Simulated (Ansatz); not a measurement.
GeH$_{2}$, singlet in cc-pVTZ: errors against full CI

Geometry: a point of a stretch scan, not a stationary point.

```xyz
3

Ge    0.0000   -0.0286    0.0017
H     0.0000    1.0922   -1.1318
H     0.0000    0.9705    1.0121
```

Basis cc-pVTZ; Ansatz 0.2.0. Correlated methods freeze the noble-gas cores and the filled d shells of p-block atoms, which leaves 6 electrons in 57 orbitals. R marks a restricted (for open shells ROHF) determinant. Active spaces: pair = (2e, 2o) about the gap; valence = (6e, 6o) chosen from the atoms' valence shells. No spin–orbit coupling is included, and no scalar relativity.

Full CI is exact within this basis and frozen core; it isn't the basis-set limit.

The UHF ⟨S²⟩ is 0.305. The T1 diagnostic (RCCSD) is 0.0123. The largest doubles amplitude (RCCSD) is 0.092.

Problem. From what is known of these methods and the diagnostics, rank them by the size of their error in total energy against full CI in cc-pVTZ, smallest first (an estimate: the text doesn't fix the numbers).
A. CISD
B. CASSCF (pair space)
C. NEVPT2 (pair space)
D. RCCSDT
E. CASSCF (valence space)

Solution. D (0.08 kcal/mol), A (5.77 kcal/mol), C (16.81 kcal/mol), E (52.83 kcal/mol), B (71.07 kcal/mol).

All errors are against full CI in cc-pVTZ. Within each family the higher level lies nearer, as is usual though not guaranteed.

The full-CI state has the irrep A' of Cs, in the program's axes.

Natural occupations of full CI about the gap: 1.960 1.943 1.901 0.059 0.040 0.022 0.014 0.009 0.009 0.008; effectively unpaired electrons, Σ n²(2−n)², 0.08.
